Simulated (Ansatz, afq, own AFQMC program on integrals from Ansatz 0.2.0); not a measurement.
**NH3 + NH, triplet: a scan with AFQMC**

```json
{"atom": "N", "x (Å)": "-1.1274", "y (Å)": "0.0138", "z (Å)": "-0.0277"}
{"atom": "H", "x (Å)": "-1.4247", "y (Å)": "0.9816", "z (Å)": "-0.0277"}
{"atom": "H", "x (Å)": "-1.4247", "y (Å)": "-0.3885", "z (Å)": "0.8526"}
{"atom": "H", "x (Å)": "-0.1149", "y (Å)": "0.0138", "z (Å)": "-0.0277"}
{"atom": "N", "x (Å)": "1.2326", "y (Å)": "0.0138", "z (Å)": "-0.0277"}
{"atom": "H", "x (Å)": "1.5017", "y (Å)": "-0.9904", "z (Å)": "-0.0277"}
```

A hydrogen atom is moved from one rigid fragment to the other; the N1–H4 distance tells how far. The two fragments are held close together, so this isn't a minimum-energy path and the start is a compressed complex. Energies in mEh count from this geometry (1.012 Å) at the same level; the start stands on UHF, each point on the determinant named.

Basis cc-pVTZ. Only valence electrons are correlated. Integrals, coupled cluster, full CI and functionals: Ansatz 0.2.0; the random walks run on the same integrals in our own AFQMC program. ph-AFQMC/CISD is guided by a CISD state made of CCSD amplitudes; releasing the constraint for a short imaginary time cuts its bias at the price of noise, slowly where states lie close. ± is one standard error of the sampling.

Cautions, each for one point or more: lower spins were not checked; the ph-AFQMC/CISD walk drifts between its halves.

```json
{"r(N1–H4) / Å": "1.100", "det.": "UHF", "T1": "0.019", "weight": "0.87", "⟨S²⟩": "2.03", "CCSD(T)": "4.7", "ph-AFQMC/CISD": "5.1 ± 0.4", "CCSD": "5.7", "r2SCAN": "0.4"}
{"r(N1–H4) / Å": "1.144", "det.": "UHF", "T1": "0.019", "weight": "0.87", "⟨S²⟩": "2.04", "CCSD(T)": "8.1", "ph-AFQMC/CISD": "8.5 ± 0.4", "CCSD": "9.4", "r2SCAN": "1.9"}
{"r(N1–H4) / Å": "1.188", "det.": "UHF", "T1": "0.018", "weight": "0.87", "⟨S²⟩": "2.05", "CCSD(T)": "11.2", "ph-AFQMC/CISD": "10.8 ± 0.4", "CCSD": "12.7", "r2SCAN": "3.5"}
{"r(N1–H4) / Å": "1.232", "det.": "UHF", "T1": "0.021", "weight": "0.87", "⟨S²⟩": "2.05", "CCSD(T)": "13.5", "ph-AFQMC/CISD": "13.5 ± 0.4", "CCSD": "15.0", "r2SCAN": "5.1"}
```

Weight is that of the determinant in the CISD state; at the start T1 is 0.017 and the weight 0.88, and ⟨S²⟩ is 2.02. Symmetry can't show for every point that it stays on the start's state. Largest departures from phaseless AFQMC with a CISD trial: CCSD(T) -0.4 mEh at 1.100 (on UHF) (within the noise), CCSD 1.9 mEh at 1.188 (on UHF). The walk's constraint bias lies outside its error bars, so these are departures and not errors. The functionals aren't scored here.

Some points may be missing: those where a free walk finds a much lower state, and past Zn most of those on another determinant than at the start.
